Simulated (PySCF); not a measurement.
**CH6FN, a complex of two parts: interaction energy**

The task here is to estimate one member of a computed series from the others.

Computed with PySCF 2.14.0; each step states its level. No surroundings beyond the atoms listed, unless a continuum is named. Atoms count from 0, parts from 1.

## Starting point

9 atoms, charge 0, multiplicity 1; geometry: GFN2-xTB. Parts: 1 = atoms 0–3, `N`, charge 0; 2 = atoms 4–8, `CF`, charge 0.

The first run:

The job: settings as JSON, then the geometry in Å.

```
{"job": {"xc": "PBE0", "basis": "def2-SVPD", "d3": "d3bj", "grid": 2, "kind": "geom", "shake": 0.01}, "charge": 0, "multiplicity": 1, "parts": [{"atoms": "0-3", "charge": 0, "multiplicity": 1}, {"atoms": "4-8", "charge": 0, "multiplicity": 1}]}
N     -0.020080     0.128291     0.193779
H     -0.860166    -0.438090     0.325493
H      0.754663    -0.450150     0.199853
H     -0.072173     0.553652    -0.743789
C      0.412956     1.928432     2.922081
F      0.936296     1.066451     3.846054
H     -0.512017     2.315250     3.338822
H      1.149743     2.750077     2.792815
H      0.248071     1.397449     2.017490
```

The run is started by

```bash
$ OMP_NUM_THREADS=1 python cluster_run.py task.json out
```

This one command runs all jobs of the session in turn.

Among the steps run: Optimising the geometry at PBE0-D3(BJ)/def2-SVPD; Coupled-cluster interaction energy: CCSD(T) and MP2.

One of the session's tables, all rows but one given; the rest of the session is left out.

It belongs to the step «Coupled-cluster interaction energy: CCSD(T) and MP2». 

| method | interaction energy (kcal/mol) |
| --- | --- |
| HF/aug-cc-pVDZ | -0.76 |
| MP2/aug-cc-pVDZ | ? |
| CCSD/aug-cc-pVDZ | -1.39 |
| CCSD(T)/aug-cc-pVDZ | -1.52 |
| HF/aug-cc-pVTZ | -0.72 |
| MP2/aug-cc-pVTZ | -1.68 |
| SCS-MP2/aug-cc-pVTZ | -1.38 |
| MP2, extrapolated | -1.78 |
| CCSD(T), limit estimate | -1.82 |

**Question.** Estimate the row for MP2/aug-cc-pVDZ.

As computed: interaction energy (kcal/mol): -1.48. In the column «interaction energy (kcal/mol)» it lies between CCSD(T)/aug-cc-pVDZ (-1.52) and CCSD/aug-cc-pVDZ (-1.39).
